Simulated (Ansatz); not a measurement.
**How far each method lies from RCCSDT(Q) for SbH₂⁻, singlet**

Geometry: displaced at random from a stationary point.

```csv
atom,x (Å),y (Å),z (Å)
Sb,-0.0004,-0.0200,0.0005
H,-0.0012,1.1791,1.2185
H,0.0468,1.2385,-1.2823
```

Basis def2-TZVPD with its core potentials; Ansatz 0.2.0. Only valence electrons are correlated (noble-gas cores and the filled d shells of p-block atoms frozen), which leaves 8 electrons in 65 orbitals. Prefix R: restricted or restricted open-shell reference. Active spaces: valence = (8e, 6o) chosen from the atoms' valence shells. No spin–orbit coupling is included; scalar relativity enters through the core potentials alone.

Full CI isn't at hand for all of this; RCCSDT(Q) serves as the reference, and is uncertain by about the last step of the cluster series.

The UHF ⟨S²⟩ is 0.000 and the T1 diagnostic (RCCSD) is 0.0149. The largest doubles amplitude (RCCSD) is 0.046.

```json
{"level": "RHF", "E − E(RCCSDT(Q)) (mEh)": "168.38", "share of correlation (%)": "0.00", "wall time": "–"}
{"level": "RMP2", "E − E(RCCSDT(Q)) (mEh)": "32.33", "share of correlation (%)": "80.80", "wall time": "–"}
{"level": "RCCSD", "E − E(RCCSDT(Q)) (mEh)": "7.29", "share of correlation (%)": "95.67", "wall time": "–"}
{"level": "RCCSD(T)", "E − E(RCCSDT(Q)) (mEh)": "1.15", "share of correlation (%)": "99.31", "wall time": "10 s"}
{"level": "BCCD(T)", "E − E(RCCSDT(Q)) (mEh)": "1.13", "share of correlation (%)": "99.33", "wall time": "4.8 s"}
{"level": "RCCSDT", "E − E(RCCSDT(Q)) (mEh)": "0.30", "share of correlation (%)": "99.82", "wall time": "–"}
{"level": "CASSCF (valence space)", "E − E(RCCSDT(Q)) (mEh)": "133.65", "share of correlation (%)": "20.63", "wall time": "–"}
{"level": "NEVPT2 (valence space)", "E − E(RCCSDT(Q)) (mEh)": "37.59", "share of correlation (%)": "77.68", "wall time": "8 s"}
{"level": "MRCISD (valence space)", "E − E(RCCSDT(Q)) (mEh)": "11.28", "share of correlation (%)": "93.30", "wall time": "–"}
{"level": "MRCISD+Q (valence space)", "E − E(RCCSDT(Q)) (mEh)": "1.27", "share of correlation (%)": "99.24", "wall time": "10 s"}
```

The correlation energy at RCCSDT(Q), counted from RHF, is -4.582 eV. That run took 50 s on 1 thread of Intel Xeon, shared host.

Times hold each run's SCF and search for its determinant on a shared host, so for small cases they say little of a method's own cost; they ran on 1 thread of Intel Xeon.

Natural occupations of CASSCF (valence space) about the gap: 1.999 1.998 1.969 1.961 0.040 0.032; effectively unpaired electrons, Σ n²(2−n)², 0.02.
